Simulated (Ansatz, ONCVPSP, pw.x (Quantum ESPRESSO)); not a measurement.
**tungsten (W): does the ONCV potential hold in the solid?**

```
Element                 : tungsten
Generator               : ONCVPSP 4.0.1.1 (patched build)
Type                    : optimised norm-conserving Vanderbilt (ONCV)
Functional              : PBE
Relativity              : scalar-relativistic
Frozen core             : [Kr] 4d10 4f14
Valence charge          : 14
Reference configuration : 5s2 5p6 5d4 6s2
Partial waves           : 5s+6s: rc 1.40 bohr, ncon 4, nbas 8, qcut 7.5 1/bohr, 2 projectors; 5p: rc 1.75 bohr, ncon 4, nbas 7, qcut 6.7 1/bohr, 2 projectors, debl 3.4 Ha; 5d: rc 1.85 bohr, ncon 3, nbas 8, qcut 4.8 1/bohr, 2 projectors, debl 2.8 Ha
Local potential         : polynomial inside 1.30 bohr (lpopt 5, dvloc0 -1 Ha)
Core correction         : Teter function, fcfact 3, rcfact 1.5
```

Atomic tests: cutoffs needed: 24 Ha and 69 Ha (the cutoffs (Ha) at which the residual kinetic energy of the hardest occupied pseudo-wave falls to 1 and 0.1 mHa per electron); ghost test: no bound ghost flagged; GHOST(+) flagged for d at 107.8 eV, s at 209.5 eV; largest excitation error: -16 meV (all-electron minus pseudo) for 5s2 5p6 5d3 6s0, out of 4 test configurations.

Crystal test: bcc W in pw.x 7.5, no spin, 14³ k-points, Fermi–Dirac smearing 0.01 Ry, cutoffs 160/640 Ry. The reference is all-electron LAPW (Ansatz 0.2.0) with the same functional, mesh and smearing; V0 and B0 come from Birch–Murnaghan fits to the pressures at five volumes. Errors are pseudo minus all-electron; Δ is the rms difference of the E(V) curves that follow from these fits, minima aligned, over ±6 % about the mean V0. Mesh and smearing are coarse, so the numbers serve the comparison and aren't converged zero-temperature values; the lattice is a test structure that the element need not adopt.

```tsv
V (Å³/atom)	P all-electron (GPa)	P pseudo (GPa)
15.323	17.51	11.85
15.727	8.35	3.19
16.130	0.30	-4.43
16.533	-6.79	-11.14
16.936	-13.02	-17.03
```

All-electron: a0 = 3.184 Å (V0 = 16.15 Å³/atom), B0 = 300.6 GPa.

Pseudopotential: mean pressure error (GPa): -4.79; a0 (Å): 3.167; a0 error (%): -0.53; B0 error (%): +1.0; Δ (meV/atom): 17.0. This is a poor potential for the solid.

Problem. At the middle volume, how do free energy and pressure move when the wave cutoff is lowered (ecutrho kept at four times it)?

Solution.

```
cutoff (Ry)  shift of F (meV/atom)  shift of P (GPa)
         72                  +26.9             -0.03
         96                  +19.1             -0.20
        128                  +11.1             -0.12
```

The run at the middle volume (104 k-points, 8 iterations) took about 3.4 min on one core of a shared host (Neoverse-N1, 64 threads, 124 GiB, load 58).
